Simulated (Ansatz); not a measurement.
Process, species as SMILES: [CH](F)F → [CH-](F)F (an electron is taken up)
B3LYP-D3(BJ)/def2-TZVP geometries, fixed; electronic energies without zero-point terms; positive where energy is released.

Basis-set convergence of the adiabatic electron affinity at MP2 with Ansatz (an electronic-structure program). Cartesian d functions, on some or all atoms, in 6-31G*; all else is spherical. Cores are frozen. Open shells are unrestricted. No added dispersion term, no relativity. Functions are those of the species that has most. Reference: Hartree-Fock in aug-cc-pVQZ plus the correlation part extrapolated as X^-3 from aug-cc-pVTZ and aug-cc-pVQZ, 0.644 eV, itself unsure by roughly 0.017 eV (a third of the extrapolation step and of the last Hartree-Fock step). Deviations are taken from unrounded values.

```json
[
 {"basis": "6-31G", "functions": "29", "adiabatic electron affinity (eV)": "-0.138", "minus reference (eV)": "-0.782"},
 {"basis": "6-31G*", "functions": "47", "adiabatic electron affinity (eV)": "-0.651", "minus reference (eV)": "-1.295"},
 {"basis": "def2-SVP", "functions": "47", "adiabatic electron affinity (eV)": "-0.472", "minus reference (eV)": "-1.116"},
 {"basis": "pcseg-1", "functions": "47", "adiabatic electron affinity (eV)": "-0.006", "minus reference (eV)": "-0.650"},
 {"basis": "6-311+G**", "functions": "72", "adiabatic electron affinity (eV)": "0.411", "minus reference (eV)": "-0.233"},
 {"basis": "def2-SVPD", "functions": "74", "adiabatic electron affinity (eV)": "0.446", "minus reference (eV)": "-0.198"},
 {"basis": "6-311++G(2d,2p)", "functions": "91", "adiabatic electron affinity (eV)": "0.494", "minus reference (eV)": "-0.150"},
 {"basis": "def2-TZVPP", "functions": "107", "adiabatic electron affinity (eV)": "0.279", "minus reference (eV)": "-0.365"},
 {"basis": "def2-TZVPD", "functions": "126", "adiabatic electron affinity (eV)": "0.504", "minus reference (eV)": "-0.140"},
 {"basis": "jun-cc-pV(T+d)Z", "functions": "131", "adiabatic electron affinity (eV)": "0.537", "minus reference (eV)": "-0.107"},
 {"basis": "def2-TZVPPD", "functions": "134", "adiabatic electron affinity (eV)": "0.510", "minus reference (eV)": "-0.134"},
 {"basis": "aug-cc-pVTZ", "functions": "161", "adiabatic electron affinity (eV)": "0.590", "minus reference (eV)": "-0.054"},
 {"basis": "aug-pcseg-2", "functions": "161", "adiabatic electron affinity (eV)": "0.533", "minus reference (eV)": "-0.111"},
 {"basis": "def2-QZVPPD", "functions": "228", "adiabatic electron affinity (eV)": "0.562", "minus reference (eV)": "-0.082"},
 {"basis": "aug-cc-pVQZ", "functions": "286", "adiabatic electron affinity (eV)": "0.613", "minus reference (eV)": "-0.031"},
 {"basis": "aug-pcseg-3", "functions": "304", "adiabatic electron affinity (eV)": "0.570", "minus reference (eV)": "-0.074"},
 {"basis": "cc-pV5Z", "functions": "328", "adiabatic electron affinity (eV)": "0.528", "minus reference (eV)": "-0.116"},
 {"basis": "pcseg-4", "functions": "364", "adiabatic electron affinity (eV)": "0.586", "minus reference (eV)": "-0.058"}
]
```
